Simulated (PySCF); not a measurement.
**1-pentene: calculation and literature**

Geometry:
```json
{"atom": "C1", "x (Å)": "2.453", "y (Å)": "0.907", "z (Å)": "0.289"}
{"atom": "C2", "x (Å)": "1.622", "y (Å)": "-0.053", "z (Å)": "-0.067"}
{"atom": "C3", "x (Å)": "0.272", "y (Å)": "-0.274", "z (Å)": "0.536"}
{"atom": "C4", "x (Å)": "-0.839", "y (Å)": "-0.116", "z (Å)": "-0.506"}
{"atom": "C5", "x (Å)": "-2.215", "y (Å)": "-0.348", "z (Å)": "0.102"}
{"atom": "H6", "x (Å)": "2.205", "y (Å)": "1.608", "z (Å)": "1.069"}
{"atom": "H7", "x (Å)": "3.416", "y (Å)": "1.034", "z (Å)": "-0.176"}
{"atom": "H8", "x (Å)": "1.892", "y (Å)": "-0.743", "z (Å)": "-0.857"}
{"atom": "H9", "x (Å)": "0.110", "y (Å)": "0.433", "z (Å)": "1.352"}
{"atom": "H10", "x (Å)": "0.224", "y (Å)": "-1.287", "z (Å)": "0.949"}
{"atom": "H11", "x (Å)": "-0.790", "y (Å)": "0.891", "z (Å)": "-0.929"}
{"atom": "H12", "x (Å)": "-0.674", "y (Å)": "-0.825", "z (Å)": "-1.321"}
{"atom": "H13", "x (Å)": "-2.403", "y (Å)": "0.363", "z (Å)": "0.903"}
{"atom": "H14", "x (Å)": "-2.992", "y (Å)": "-0.230", "z (Å)": "-0.650"}
{"atom": "H15", "x (Å)": "-2.286", "y (Å)": "-1.353", "z (Å)": "0.514"}
```

The experiment to reproduce: δ ¹³C C3 36.2; C4 22.4; C5 13.6; δ ¹H H9/H10 2.02; H11/H12 1.43; H13/H14/H15 0.91 ppm (measured; solution, not stated per compound (mostly CDCl3 or CCl4); Pretsch, Buehlmann, Badertscher, Structure Determination of Organic Compounds, 4th ed. (2009)).

[PySCF 2.14: shieldings: GIAO PBE0/pcSseg-1; geometry from GFN2-xTB; in vacuum; single conformer; relativity neglected; averaged over atoms made equivalent by symmetry, fast rotation or ring inversion]

(1) Set the calculated values beside the experiment.

(2) How far are the unscaled ¹³C shifts from the references?

(3) How far are the unscaled ¹H shifts from the references?

## Answers

(1) 
Reference values: measured (solution, not stated per compound (mostly CDCl3 or CCl4); Pretsch, Buehlmann, Badertscher, Structure Determination of Organic Compounds, 4th ed. (2009)).
```tsv
atoms	quantity	reference	computed	computed, scaled
C3	δ ¹³C	36.2	43.8	40.6
C4	δ ¹³C	22.4	29.0	26.2
C5	δ ¹³C	13.6	17.3	14.7
H9/H10	δ ¹H	2.02	2.02	2.01
H11/H12	δ ¹H	1.43	1.36	1.38
H13/H14/H15	δ ¹H	0.91	1.07	1.11
```

Computed shifts are σ(ref) − σ with the named reference compound (TMS for H and C) calculated as an isolated molecule at the same level. The measured values may be among those fitted. Expected solution values come from regression of measured δ (H and C: mostly CDCl3, vs TMS) on computed σ: ¹³C: δ = 180.61 − 0.978σ (rms 2.1 ppm, 210 shifts, 2.3 ppm with the 2 outliers that the fit left out); ¹H: δ = 30.01 − 0.943σ (rms 0.16 ppm, 131 shifts, 0.17 ppm with the 2 outliers that the fit left out). Occasional misses reach two or three times the rms, and more in compound classes unlike the fitted ones.

(2) Mean signed difference +5.97 ppm, mean absolute 5.97 ppm over 3 comparisons; the largest is +7.6 ppm at C3 (allylic sp3 CH2).

(3) Mean signed difference +0.03 ppm, mean absolute 0.08 ppm over 3 comparisons; the largest is +0.16 ppm at H13/H14/H15 (hydrogen on a methyl carbon).
